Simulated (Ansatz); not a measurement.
HGe–AsH, doublet in cc-pVDZ: errors against UCCSDT(Q)

Geometry: a PBE0/def2-TZVP stationary point for this spin, not checked as a minimum.

```xyz
4

Ge    0.0000   -0.0515    1.2523
As    0.0000    0.0490   -1.2133
H     0.0000    1.5453    1.3047
H     0.0000   -1.4745   -1.3648
```

Basis cc-pVDZ; Ansatz 0.2.0. Correlated methods freeze the noble-gas cores and the filled d shells of p-block atoms, which leaves 11 electrons in 36 orbitals. Prefix R: restricted or restricted open-shell reference; prefix U: unrestricted. Active spaces: valence = (11e, 10o) chosen from the atoms' valence shells. No spin–orbit coupling is included, and no scalar relativity.

Full CI isn't at hand for all of this; UCCSDT(Q) serves as the reference, and is uncertain by about the last step of the cluster series. The frozen core follows each run's orbitals, which can shift R against U totals by a few meV for light atoms and by up to 0.1 eV past Ca.

* UHF ⟨S²⟩: 0.967
* ⟨S²⟩ of the determinant under UCCSD: 0.762
* T1 diagnostic (RCCSD): 0.0211
* largest doubles amplitude (RCCSD): 0.075
* T1 diagnostic (UCCSD): 0.0207

```csv
level,E − E(UCCSDT(Q)) (meV),wall time
UMP2,1262,–
UCCSD,210,–
UCCSD(T),44,78 s
UCCSDT,11,–
```

Run but not shown, since their state, orbitals or frozen core can't be matched to the reference's or they repeat it: RHF, UHF, RMP2, CISD, RCCSD, RCCSD(T), BCCD(T), RCCSDT, RCCSDT(Q), CASSCF (valence space), NEVPT2 (valence space), MRCISD (valence space), MRCISD+Q (valence space).

Times hold each run's SCF and search for its determinant on a shared host, so for small cases they say little of a method's own cost; they ran on 1 thread of Arm Neoverse V1. Some runs computed forces too.

Natural occupations of CASSCF (valence space) about the gap: 1.993 1.980 1.971 1.964 1.929 0.999 0.062 0.044 0.031 0.028; effectively unpaired electrons, Σ n²(2−n)², 1.06.

Atomization energy (electronic, same basis, no zero-point term; atoms at the same level, unrestricted beside the R rows where the molecule is a closed shell, but restricted open-shell past Ca, as are all atoms' steps beyond CCSDT(Q)) at UCCSDT(Q): 677.4 kJ/mol. Errors of other levels:

| level | error (kJ/mol) |
| --- | --- |
| UMP2 | -35.2 |
| UCCSD | -14.8 |
| UCCSD(T) | -2.8 |
| UCCSDT | -0.8 |

This basis is far from its limit, so the value isn't to be set against a measured one.
